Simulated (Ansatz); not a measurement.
Born–Oppenheimer molecular dynamics of BH5OSi (8 atoms, charge 0, multiplicity 1). It starts from a rough guess of a transition structure, not a stationary point.

Method: Ansatz, UKS r2SCAN-D4/6-31G.

```
ensemble                      : NVE (velocity Verlet)
time step                     : 0.5 fs
steps asked                   : 150
starting velocities drawn for : 1000 K
seed                          : 95990
```

First frame:

```xyz
8
Properties=species:S:1:pos:R:3
B -1.024 -0.492 -0.821
Si 0.622 0.747 0.128
O -0.874 -1.440 0.090
H 0.049 -0.926 0.779
H -1.828 -0.551 -1.663
H 1.708 -0.262 0.197
H 1.278 2.018 -0.203
H 0.068 0.904 1.494
```

**Question.** How far do the bonds stretch over the last three quarters of this one trajectory? (Pairs bonded in most of those frames.)

**Answer.** 
```tsv
bond	mean (Å)	spread (Å)	shortest	longest
B1–Si2	2.149	0.186	1.86	2.37
B1–O3	1.384	0.028	1.34	1.42
B1–H5	1.207	0.049	1.12	1.28
Si2–H6	1.528	0.027	1.49	1.59
Si2–H7	1.572	0.161	1.32	1.82
Si2–H8	1.526	0.051	1.44	1.61
O3–H4	1.075	0.150	0.80	1.27
```

Pairs bonded in part of these frames only: Si2–H7 88 %, O3–H4 75 %.

Mean temperature of the second half: 1846 K. The conserved energy stayed within 3.6 meV per atom of its start (net change -1.1 meV per atom), so there is no drift, though single steps change it by up to 34 meV in the whole system, a sign of fast motions only just resolved. The kinetic energy rose, since the run started high on the potential surface and went downhill. A run of 0.075 ps of so small a system gives no equilibrium averages. The orbitals were unrestricted but ended closed-shell. Limits of this set-up: no polarisation functions.

The run took 2.9 min on 1 thread of AMD EPYC 9R45 96-Core Processor (Zen 5), on a shared host, peak memory 0.16 GiB.
